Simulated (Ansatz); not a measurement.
Geometry optimisation, RKS LDA/STO-3G in Ansatz.

input.yaml

```yaml
crystal:
  periodic: [false, false, false]
  atoms:
    - { symbol: F, position_ang: [-2.2064, 0.0144, 1.3493] }
    - { symbol: C, position_ang: [-1.2807, -0.3063, 0.4375] }
    - { symbol: C, position_ang: [-0.0576, 0.2944, 0.4354] }
    - { symbol: C, position_ang: [0.9613, 0.0143, -0.5689] }
    - { symbol: F, position_ang: [1.3482, 1.1367, -1.1862] }
    - { symbol: H, position_ang: [-1.6282, -1.0832, -0.2589] }
    - { symbol: H, position_ang: [0.1381, 1.0806, 1.1833] }
    - { symbol: H, position_ang: [0.7185, -0.717, -1.3073] }
    - { symbol: H, position_ang: [1.8808, -0.3763, -0.0152] }
basis:
  gaussian: { orbitals: STO-3G }
hamiltonian:
  xc: lda
relax:
  f_tol: 0.02
  max_steps: 40
scf:
  lower_state_search: "off"
output:
  orbitals: {}
```

Command:

```bash
$ ansatz run input.yaml --threads 1 --pin off --max-ram 2048MiB --backend cpu --events-out ev --progress --plain --runs-dir out
```

Q: Where does it end, and by what steps?

A: It converged. Limits of this set-up: minimal basis. After 8 steps the energy has fallen by 0.406 eV; H8 moved furthest, 0.20 Å.

| step | energy less start (eV) | largest force component (eV/Å) | accepted |
| --- | --- | --- | --- |
| 0 | 0.0000 | 3.427 | yes |
| 1 | -0.3711 | 0.744 | yes |
| 2 | -0.3860 | 0.381 | yes |
| 3 | -0.3978 | 0.283 | yes |
| 4 | -0.3999 | 0.219 | yes |
| 5 | -0.4046 | 0.072 | yes |
| 6 | -0.4056 | 0.097 | yes |
| 7 | -0.4061 | 0.029 | yes |
| 8 | -0.4061 | 0.008 | yes |

```xyz
9
Properties=species:S:1:pos:R:3
F -2.285 -0.031 1.320
C -1.287 -0.256 0.435
C -0.060 0.306 0.506
C 1.003 0.018 -0.551
F 1.262 1.136 -1.354
H -1.543 -0.970 -0.382
H 0.187 1.011 1.312
H 0.648 -0.845 -1.177
H 1.950 -0.313 -0.042
```

Whether the end is a true minimum wasn't checked by a vibrational analysis.

Time of the run: 13 s on 1 thread of Arm Neoverse N1 (shared host), peak memory 0.093 GiB.
